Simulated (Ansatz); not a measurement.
CH3O (SMILES [CH2]O) moved off its minimum; all values from Ansatz (a first-principles code), cores frozen in correlated methods. Open shells are unrestricted.
(charge 0, multiplicity 2)
```xyz
5

C     -0.6161     0.3137     0.1914
O      0.5068    -0.2916    -0.1155
H     -1.4627    -0.2695    -0.0611
H     -0.6439     1.2916     0.0056
H      1.2248     0.3105    -0.0869
```

Problem. Give the forces (eV/Å), the total energy and the dipole at CCSD(T)/cc-pVTZ.

Solution. 
| atom | Fx | Fy | Fz |
|---|---|---|---|
| C1 | -1.423 | -2.023 | 0.862 |
| O2 | 1.658 | -2.343 | -0.548 |
| H3 | -0.832 | -0.480 | 0.051 |
| H4 | -0.350 | 4.045 | -0.446 |
| H5 | 0.947 | 0.801 | 0.081 |
Energy -114.8772 hartree, dipole 1.53 D.
